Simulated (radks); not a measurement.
# C²⁺ in [He] 2s1.75 2p0.25: an all-electron calculation

Aim: the levels, the sizes of the orbitals and the parts of the energy of the carbon ion C2+.

Program: radks (a radial shooting solver on a logarithmic mesh, Libxc functionals) version 1. Level of theory: Dirac Kohn-Sham, exchange-only LDA, spin-unpolarised, spherical densities, finite nucleus; open shells fill j = l - 1/2 first. These are calculated values, not measurements, unless marked.

**1. The system**

| Property | Result |
| --- | --- |
| element | carbon (Z = 6) |
| charge | +2 |
| electrons | 4 |
| configuration | [He] 2s1.75 2p0.25 |
| nuclear rms radius | 2.4702 fm |

**2. The calculation**

Settings of this run:

```text
Z 6
configuration [He] 2s1.75 2p0.25
relativity Dirac
functional lda,
spin unpolarised
j_filling energy
nucleus finite rms 2.4702 fm
c 137.035999084
```

Q: Predict the outcome of this run.

**Answer**, as computed:

```
                        quantity                   value
                    total energy       -35.79557 hartree
exchange-correlation share of it                 10.39 %
                            −T/E                  1.0009
          highest occupied level       2p1/2, -30.314 eV
    most extended occupied level  2s1/2, <r> = 1.38 bohr
 radius at density 0.001 e/bohr³               2.82 bohr
    maxima of the radial density                       2
```

**Reading.** 2 principal shells are occupied and 2 maxima appear in the radial density. This is not the tabulated ground configuration, so its levels and sizes aren't those of the ground state, and no measured value stands beside it.
